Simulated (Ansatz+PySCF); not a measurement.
Results of a calculation; reference values are marked as such.
A run of PySCF 2.14.0 on doublet NO at this shape:

```xyz
2

N     0.0000    0.0000   -0.7921
O     0.0000    0.0000    0.6931
```

Its results:

| Item | Value |
| --- | --- |
| Converged | yes |
| Total energy | -127.94564 hartree |
| Spin squared of the determinant | 0.763 |

Task: Which input gives this output? Name the method, the orbitals and the basis set, and write the input.

Result: PBE0 (unrestricted) in STO-3G.

```python
from pyscf import gto, dft

mol = gto.M(atom="""
N 0.000000 0.000000 -0.792060
O 0.000000 0.000000 0.693050
""", basis='sto-3g', charge=0, spin=1)
mf = dft.UKS(mol, xc='pbe0')
mf.kernel()
print(mf.converged, mf.e_tot, mf.spin_square()[0])
```

This is not the lowest solution: another run reaches a determinant 0.35 eV lower.
